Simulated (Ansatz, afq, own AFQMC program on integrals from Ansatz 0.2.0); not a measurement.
# Where AFQMC and coupled cluster stand for CH$_{3}$B, triplet

```xyz
5

B    -0.0243    0.0745    0.7373
C    -0.0243   -0.0773   -0.7515
H    -0.0243    1.1731    1.2249
H    -0.0243   -0.8845    1.4527
H     0.5991   -0.1671   -1.6316
```

Connectivity, by distances: BH2–CH.

Basis cc-pVDZ. Only valence electrons are correlated. Ansatz 0.2.0 and our own AFQMC program on the same integrals; the CISD trial comes from CCSD amplitudes, and released means the phaseless constraint is let go. Error bars are statistical, one sigma.

Determinant: UHF, the one that the program's search chose, which needn't be the lowest solution. The geometry is a point of a scan.

No full CI on the walks' own integrals is used here; CCSDT(Q) serves as the reference and is uncertain by about the last step of the cluster series.

Cautions: lower spins were not checked.

- T1 diagnostic: 0.0176
- weight of the determinant in the CISD state: 0.906
- ⟨S²⟩ of the determinant: 2.024
- size of the correlated space: 10 electrons in 41 orbitals

```
  level  correlation energy (eV)
    MP2                  -4.5342
   CCSD                  -5.5110
CCSD(T)                  -5.6305
```

(1) Estimate where AFQMC with the constraint released lies against CCSD(T) on the same integrals.

(1) 29.2 ± 13.5 meV below CCSD(T).

Reference: CCSDT(Q), correlation energy -5.660 eV. The released energy is read at 2.40 1/Eh (meV from the phaseless value at times in 1/Eh: 5 ± 10 at 0.24, -2 ± 9 at 0.51, -16 ± 8 at 0.99, -4 ± 12 at 1.62, -1 ± 13 at 2.40).

```json
{"level": "CCSD(T)", "E − E(reference) (meV)": "29.7", "share of correlation (%)": "99.47"}
{"level": "CCSDT", "E − E(reference) (meV)": "5.0", "share of correlation (%)": "99.91"}
{"level": "ph-AFQMC/CISD", "E − E(reference) (meV)": "1.6 ± 8.1", "share of correlation (%)": "99.97"}
{"level": "released AFQMC", "E − E(reference) (meV)": "0.5 ± 13.5", "share of correlation (%)": "99.99"}
```

Released energies are given only where the last usable release times agree within the noise; a slower fall can still hide under it.
